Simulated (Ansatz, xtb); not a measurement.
# C5H11Cl: which of two isomers lies lower

Structure I is `CCC[C@H](C)Cl`, a singlet and structure II is `CCC(C)(C)Cl`, a singlet. Both are isolated molecules in the gas phase, relaxed with B3LYP/6-31G*; each stands in its lowest conformer found.

I (Å):

```xyz
17

C    -3.0633    0.8934   -1.8254
C    -1.5736    1.2499   -1.8701
C    -0.6945    0.1847   -1.2042
C     0.8101    0.4473   -1.2634
C     1.6474   -0.7046   -0.7216
Cl    1.2274    1.9731   -0.3148
H    -3.4148    0.7890   -0.7915
H    -3.6701    1.6691   -2.3055
H    -3.2647   -0.0539   -2.3410
H    -1.2571    1.3775   -2.9152
H    -1.4090    2.2148   -1.3771
H    -0.8629   -0.7832   -1.7013
H    -0.9911    0.0506   -0.1553
H     1.1105    0.6870   -2.2876
H     1.4614   -1.6046   -1.3212
H     1.3843   -0.9230    0.3185
H     2.7154   -0.4746   -0.7672
```

II (Å):

```xyz
17

C    -2.4052    0.7221    1.0555
C    -0.9924    1.2268    0.7491
C    -0.3987    0.8462   -0.6193
C     1.0086    1.4260   -0.7744
C    -0.4097   -0.6594   -0.8857
Cl   -1.4462    1.6416   -1.9435
H    -2.4532   -0.3717    1.0879
H    -3.1212    1.0729    0.3060
H    -2.7305    1.0936    2.0334
H    -0.2951    0.8379    1.5063
H    -0.9656    2.3194    0.8377
H     1.0086    2.5094   -0.6222
H     1.4136    1.2157   -1.7686
H     1.6739    0.9726   -0.0282
H     0.0411   -0.8845   -1.8567
H     0.1745   -1.1698   -0.1086
H    -1.4237   -1.0662   -0.8772
```

Quicker runs give these differences E(II) − E(I): GFN2-xTB −2.9 kcal/mol; HF/STO-3G +0.1 kcal/mol (at GFN2-xTB geometries); r2SCAN-D4/def2-SVP −2.9 kcal/mol (at GFN2-xTB geometries).

Q: Which of the two would you expect CCSD(T)/def2-SVP + ΔMP2/def2-TZVPP electronic energies to favour?

A: Structure II; the calculation gives E(II) − E(I) = −2.8 kcal/mol.

The same difference at several levels:

| level | geometry | E(II) − E(I) (kcal/mol) | departure from the last row (kcal/mol) | job, with rough time for the two |
| --- | --- | --- | --- | --- |
| GFN2-xTB | GFN2-xTB | −2.9 | −0.1 | optimisation, 0.13 s |
| HF/STO-3G | GFN2-xTB | +0.1 | +2.8 | single point, 0.48 s |
| r2SCAN-D4/def2-SVP | GFN2-xTB | −2.9 | −0.1 | single point, 6.9 s |
| B3LYP/6-31G* | B3LYP/6-31G* | −0.5 | +2.2 | optimisation, 41 s |
| HF/def2-SVP | B3LYP/6-31G* | −0.4 | +2.4 | part of the CCSD(T) run |
| MP2/def2-SVP | B3LYP/6-31G* | −3.6 | −0.9 | part of the CCSD(T) run |
| CCSD(T)/def2-SVP | B3LYP/6-31G* | −3.1 | −0.3 | single point |
| CCSD(T)/def2-SVP + ΔMP2/def2-TZVPP | B3LYP/6-31G* | −2.8 |  | single point, 2.3 min |

As drawn, both hold the same kinds of bond in the same numbers. Structure I has 2 methyl groups, II 3.

HF/STO-3G, HF/def2-SVP find them nearly level. The largest departure from CCSD(T)/def2-SVP + ΔMP2/def2-TZVPP is that of HF/STO-3G, 2.8 kcal/mol. The last row adds to CCSD(T) the change of the MP2 difference between the two basis sets, here +0.3 kcal/mol.

With harmonic frequencies from B3LYP/6-31G* (ideal gas, rigid rotor, one conformer each, 298.15 K, 1 atm): on the last row, ΔE + ΔZPE = −3.2, ΔH = −3.2, ΔG = −2.6 kcal/mol.

The correlated steps freeze 10 core orbitals. Programs: Ansatz 0.2.0, xtb 6.7.1; the last row on 2 threads of Arm Neoverse V2 on a shared host.
